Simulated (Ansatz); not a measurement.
# HPN, doublet: the ladder up to full CI

Geometry: a PBE0/def2-TZVP stationary point for this spin, not checked as a minimum.

```yaml
atoms:
  - { symbol: N, position_ang: [0.0000, 0.0742, 1.0838] }
  - { symbol: P, position_ang: [0.0000, -0.0767, -0.4631] }
  - { symbol: H, position_ang: [0.0000, 1.3249, -0.8309] }
```

Basis 6-31G; Ansatz 0.2.0. Only valence electrons are correlated (noble-gas cores frozen), which leaves 11 electrons in 18 orbitals. R marks a restricted (for open shells ROHF) determinant, U an unrestricted one. Active spaces: valence = (11e, 9o) chosen from the atoms' valence shells.

Full CI is exact within this basis and frozen core; it isn't the basis-set limit. The frozen core follows each run's orbitals, which can shift R against U totals by a few meV.

Unrestricted rows (U) aren't spin-pure: their determinants' ⟨S²⟩ exceeds S(S+1) by up to 0.53, so they mix in states of higher spin. For open shells CISD and CISDTQ are restricted-active-space CI with the open shells as a complete middle space.

- UHF ⟨S²⟩: 1.281
- T1 diagnostic (RCCSD): 0.0448
- largest doubles amplitude (RCCSD): 0.179
- T1 diagnostic (UCCSD): 0.0832

| level | E − E(RHF) (eV) |
| --- | --- |
| UHF | -0.6186 |
| RMP2 | -4.4091 |
| UMP2 | -3.8176 |
| RCCSD | -4.9779 |
| UCCSD | -4.9938 |
| RCCSD(T) | -5.1361 |
| UCCSD(T) | -5.1224 |

**Question.** Estimate how far full CI in 6-31G lies from RCCSD(T). The table doesn't fix it; the size of (T) and the diagnostics are the guide.

**Answer.** Full CI in 6-31G lies 4.7 kJ/mol below RCCSD(T), which is 31 % of the (T) step (-15.3 kJ/mol). T1 is raised, a doubles amplitude is large, and the rest is a large part of (T). The miss exceeds 1 kcal/mol.

The other levels:

| level | E − E(full CI) (kJ/mol) | share of correlation (%) | wall time |
| --- | --- | --- | --- |
| CISD | 60.1 | 87.99 | 0.7 s |
| BCCD(T) | 4.9 | 99.01 | 1.5 s |
| RCCSDT | 2.8 | 99.43 | – |
| UCCSDT | 2.7 | 99.46 | – |
| CISDTQ | 3.5 | 99.31 | 3.8 s (H100) |
| RCCSDT(Q) | 0.2 | 99.97 | 5.5 s |
| UCCSDT(Q) | 0.2 | 99.97 | 5.5 s |
| RCCSDTQ | 0.3 | 99.94 | 26 s (H100) |
| UCCSDTQ | 0.3 | 99.95 | 48 s (H100) |
| CASSCF (valence space) | 183.4 | 63.34 | – |
| NEVPT2 (valence space) | 42.8 | 91.44 | 2.2 s |
| NEVPT4(SD) (valence space) | 6.3 | 98.74 | 3.5 s |
| MRCISD (valence space) | 7.9 | 98.42 | – |
| MRCISD+Q (valence space) | 2.2 | 99.56 | 4.2 s |

The correlation energy at full CI, counted from RHF, is -5.185 eV. That run took 19 s on 2 threads of AMD EPYC 7R13 with a shared H100 80 GB, shared host over 79,558,752 determinants.

Times hold each run's SCF and search for its determinant on a shared host, so for small cases they say little of a method's own cost; rows without a card ran on 1 thread of AMD EPYC 7R13.

The full-CI state has the irrep A' of Cs, in the program's axes.

Natural occupations of full CI about the gap: 1.972 1.957 1.946 1.871 1.007 0.129 0.044 0.038 0.014 0.009; effectively unpaired electrons, Σ n²(2−n)², 1.15.

Atomization energy (electronic, same basis, no zero-point term; atoms at the same level, unrestricted beside the R rows where the molecule is a closed shell, with restricted open-shell steps beyond CCSDT(Q)) at full CI: 375.9 kJ/mol. Errors of other levels:

```
                     level  error (kJ/mol)
                       RHF          -361.3
                       UHF          -309.5
                      RMP2           -41.6
                      UMP2          -101.2
                      CISD           -58.5
                     RCCSD           -19.1
                     UCCSD           -17.8
                  RCCSD(T)            -4.5
                  UCCSD(T)            -6.0
                   BCCD(T)            -4.7
                    RCCSDT            -2.9
                    UCCSDT            -2.9
                    CISDTQ            -3.4
                 RCCSDT(Q)            -0.2
                 UCCSDT(Q)            -0.4
                   RCCSDTQ            -0.3
                   UCCSDTQ            -0.5
    CASSCF (valence space)           -44.4
    NEVPT2 (valence space)             4.3
NEVPT4(SD) (valence space)            -0.8
    MRCISD (valence space)            -6.2
  MRCISD+Q (valence space)            -2.5
```

This basis is far from its limit, so the value isn't to be set against a measured one. Truncated CI isn't size-consistent, which counts against it in atomization.
